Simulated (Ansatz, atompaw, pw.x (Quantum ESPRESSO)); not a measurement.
pw.x on diamond Mg: one setting changed

Potential: PAW, atompaw 4.2.0.5, LDA (PW92); core [Ne], reference 3s1 3p1; waves: 3s (bound): rc 2.90 bohr; 3s channel at 0.35 Ry: rc 3.00 bohr; 3p (bound): rc 3.00 bohr; 3p channel at 0.25 Ry: rc 3.00 bohr; 3d channel at -0.1 Ry: rc 3.00 bohr; 3d channel at 0.55 Ry: rc 3.00 bohr; local part: troulliermartins scheme with l = 3 at -0.5 Ry, radius 2.45 bohr; core correction: smooth core density matched at 2.10 bohr; augmentation: besselshape compensation charge, radius 2.20 bohr; PAW radius 3.00 bohr; waves and projectors: custom rrkj gramschmidtortho.

The reference run (k-mesh 8³, cutoffs 40/400 Ry, Fermi–Dirac 0.01 Ry, mixing_beta 0.4, conv_thr 1e-9, no spin) gives 0.04 GPa at 37.617 Å³/atom, where all-electron LAPW gives -0.01 GPa. This run, with its own iteration cap, changes mixing_ndim to 4.

```
&control
  calculation='scf', prefix='x', pseudo_dir='./', outdir='./tmp', tstress=.true., disk_io='none'
/
&system
  ibrav=0, nat=2, ntyp=1, ecutwfc=40, ecutrho=400, nbnd=9,
  occupations='smearing', smearing='fd', degauss=0.01
/
&electrons
  conv_thr=1e-09, mixing_beta=0.4, electron_maxstep=50, mixing_ndim=4
/
ATOMIC_SPECIES
Mg 1.0 Mg.UPF
CELL_PARAMETERS angstrom
  0.00000000 3.35064219 3.35064219
  3.35064219 0.00000000 3.35064219
  3.35064219 3.35064219 0.00000000
ATOMIC_POSITIONS crystal
Mg 0.0000 0.0000 0.0000
Mg 0.2500 0.2500 0.2500
K_POINTS automatic
8 8 8 0 0 0
```

```bash
pw.x < Mg.scf.in > Mg.scf.out
```

Problem. How does the run end?

Solution. It converges in 7 iterations; the free energy moves by +0.0 meV/atom and the pressure by +0.00 GPa. The result is that of the reference run.

```
Message from routine setup:
     using ibrav=0 with symmetry is DISCOURAGED, use correct ibrav instead
     lattice parameter (alat)  =       8.9545  a.u.
     unit-cell volume          =     507.7042 (a.u.)^3
     number of electrons       =         4.00
     number of Kohn-Sham states=            9
     kinetic-energy cutoff     =      40.0000  Ry
     charge density cutoff     =     400.0000  Ry
     scf convergence threshold =      1.0E-09
     Exchange-correlation= SLA PW NOGX NOGC
     number of k points=    29  Fermi-Dirac smearing, width (Ry)=  0.0100
     negative rho (up, down):  3.051E-02 0.000E+00
     iteration #  1     ecut=    40.00 Ry     beta= 0.40
     negative rho (up, down):  4.434E-02 0.000E+00
     total energy              =     -63.73381228 Ry
     estimated scf accuracy    <       0.01093721 Ry
     iteration #  2     ecut=    40.00 Ry     beta= 0.40
     negative rho (up, down):  6.316E-02 0.000E+00
     total energy              =     -63.73282150 Ry
     estimated scf accuracy    <       0.00308529 Ry
     iteration #  3     ecut=    40.00 Ry     beta= 0.40
     negative rho (up, down):  6.660E-02 0.000E+00
     total energy              =     -63.73304679 Ry
     estimated scf accuracy    <       0.00003241 Ry
     iteration #  4     ecut=    40.00 Ry     beta= 0.40
     negative rho (up, down):  6.678E-02 0.000E+00
     total energy              =     -63.73305295 Ry
     estimated scf accuracy    <       0.00000416 Ry
     iteration #  5     ecut=    40.00 Ry     beta= 0.40
     negative rho (up, down):  6.695E-02 0.000E+00
     total energy              =     -63.73305331 Ry
     estimated scf accuracy    <       0.00000002 Ry
     iteration #  6     ecut=    40.00 Ry     beta= 0.40
     negative rho (up, down):  6.684E-02 0.000E+00
     total energy              =     -63.73305330 Ry
     estimated scf accuracy    <       0.00000007 Ry
     iteration #  7     ecut=    40.00 Ry     beta= 0.40
     negative rho (up, down):  6.685E-02 0.000E+00
     the Fermi energy is     0.8249 ev
!    total energy              =     -63.73305330 Ry
     estimated scf accuracy    <          7.2E-11 Ry
     smearing contrib. (-TS)   =      -0.00543369 Ry
     The total energy is F=E-TS. E is the sum of the following terms:
     one-electron contribution =       1.80194978 Ry
     hartree contribution      =       0.11790716 Ry
     xc contribution           =      -2.07052944 Ry
     ewald contribution        =      -3.40301423 Ry
     one-center paw contrib.   =     -60.17393289 Ry
     convergence has been achieved in   7 iterations
     negative rho (up, down):  6.685E-02 0.000E+00
          total   stress  (Ry/bohr**3)                   (kbar)     P=        0.43
     Message from routine punch:
     Nothing written, as per user request (disk_io='none')
```

The run took about 15 s on one core of a shared host (Intel(R) Xeon(R) Platinum 8488C, 96 threads, 744 GiB, load 38).
